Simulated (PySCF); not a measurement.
**SO₂F: from structure and modes to constants**

All numbers come from UPBE0 in PySCF with S def2-TZVP, O def2-TZVP, F def2-TZVP; no relativity; density-fitted integrals.

The doublet minimum has Cs symmetry. Masses (u): S 31.97207, O 15.99492, F 18.99840.

```xyz
4
charge 0 multiplicity 2, angstrom
S     0.0000    0.2549   -0.1472
O     1.2599   -0.1750   -0.6755
O    -1.2599   -0.1750   -0.6755
F     0.0000   -0.1339    1.3853
```

Harmonic wavenumbers (cm⁻¹): 411.4 (a'', ×1), 432.2 (a', ×1), 538.1 (a', ×1), 784.1 (a', ×1), 1157.2 (a', ×1), 1363.2 (a'', ×1).

**Question.** Find the vibrational entropy and heat capacity at 298.15 K.

**Answer.** With u = 1.43878 ω/T, each mode gives S = R[u/(eᵘ−1) − ln(1−e⁻ᵘ)] and C = R u² eᵘ/(eᵘ−1)².
```csv
ω (cm⁻¹),u,S (J/(mol K)),C (J/(mol K))
411.4,1.985,3.86,6.05
432.2,2.085,3.56,5.86
538.1,2.597,2.38,4.88
784.1,3.784,0.92,2.83
1157.2,5.584,0.21,0.98
1363.2,6.578,0.09,0.50
```
The sums over all modes are S = 11.0 and C = 21.1 J/(mol K); the softest mode gives 35 % of the entropy.

**Question.** Give the standard entropy (298.15 K, 1 bar) by its translational, rotational, vibrational and spin parts, and Cp.

**Answer.** Sackur–Tetrode with M = 82.96 u gives 164.0; rotation with symmetry number 1 gives 101.0; vibration 11.0; spin R ln 2 = 5.8. The total is 281.8 J/(mol K), and Cp = 4 R + 21.1 = 54.4 J/(mol K).

This need not be the most stable arrangement of these atoms.
